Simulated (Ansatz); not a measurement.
# Worked example: correlation energy of SnH⁺, singlet

Geometry: a point of a stretch scan, not a stationary point.

```yaml
atoms:
  - { symbol: Sn, position_ang: [0.0000, 0.0000, 0.0000] }
  - { symbol: H, position_ang: [0.0000, 0.0000, 5.9050] }
```

Basis def2-TZVPP with its core potentials; Ansatz 0.2.0. Only valence electrons are correlated (noble-gas cores and the filled d shells of p-block atoms frozen), which leaves 4 electrons in 55 orbitals. R marks a restricted (for open shells ROHF) determinant. No spin–orbit coupling is included; scalar relativity enters through the core potentials alone.

Full CI is exact within this basis and frozen core; it isn't the basis-set limit.

Runs differ by some tens of microhartree through their thresholds, so steps under 0.03 kcal/mol mean nothing.

| level | total energy (hartree) |
| --- | --- |
| RHF | -213.413540 |
| RMP2 | -213.603103 |
| RCCSD* | -213.623013 |
| RCCSD(T)* | -213.638267 |
| RCCSDT* | -213.632361 |
| RCCSDT(Q)* | -213.632480 |
| full CI | -213.632487 |

Task: What is the correlation energy at full CI, and what share of it do RMP2 and RCCSD recover?

Result: E(corr) = -213.632487 − (-213.413540) = -0.218947 hartree = -5.958 eV. RMP2: -0.189563 / -0.218947 = 86.58 %. RCCSD: -0.209473 / -0.218947 = 95.67 %.

Task: By how many kcal/mol does RCCSD(T) miss full CI (1 hartree = 627.509 kcal/mol), and which steps make up the rest?

Result: -213.638267 − (-213.632487) = -0.005780 hartree = -3.63 kcal/mol. Steps: RCCSDT − RCCSD(T) = 3.71, RCCSDT(Q) − RCCSDT = -0.07, full CI − RCCSDT(Q) = 0.00 kcal/mol. With more than one leading determinant such errors change with state and geometry, and needn't cancel in differences.

An asterisk marks runs whose energy the program itself flagged as in doubt.
